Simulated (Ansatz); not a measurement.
# B2H, doublet: reading a ladder of total energies

Geometry: a point of a stretch scan, not a stationary point.

```yaml
atoms:
  - { symbol: B, position_ang: [0.0000, 0.0000, 0.5689] }
  - { symbol: B, position_ang: [0.0000, 0.0000, -2.3151] }
  - { symbol: H, position_ang: [0.0000, 0.0000, 1.7463] }
```

Basis 6-31G; Ansatz 0.2.0. Only valence electrons are correlated (noble-gas cores frozen), which leaves 7 electrons in 18 orbitals. Prefix R: restricted or restricted open-shell reference.

Full CI is exact within this basis and frozen core; it isn't the basis-set limit.

Runs differ by some tens of microhartree through their thresholds and, for an open shell, their frozen cores, so steps under 0.03 kcal/mol mean nothing.

| level | total energy (hartree) |
| --- | --- |
| RHF | -49.632334 |
| RMP2 | -49.695389 |
| RCCSD | -49.738054 |
| RCCSD(T) | -49.740623 |
| RCCSDT | -49.743065 |
| RCCSDT(Q) | -49.743353 |
| RCCSDTQ | -49.743337 |
| full CI | -49.743342 |

What is the correlation energy at full CI, and what share of it do RMP2 and RCCSDT recover?

E(corr) = -49.743342 − (-49.632334) = -0.111008 hartree = -3.021 eV. RMP2: -0.063055 / -0.111008 = 56.80 %. RCCSDT: -0.110731 / -0.111008 = 99.75 %.

By how many kcal/mol does RCCSD(T) miss full CI (1 hartree = 627.509 kcal/mol), and which steps make up the rest?

-49.740623 − (-49.743342) = 0.002719 hartree = 1.71 kcal/mol. Steps: RCCSDT − RCCSD(T) = -1.53, RCCSDT(Q) − RCCSDT = -0.18, RCCSDTQ − RCCSDT(Q) = 0.01, full CI − RCCSDTQ = 0.00 kcal/mol. Differences between like states or geometries often cancel part of this.
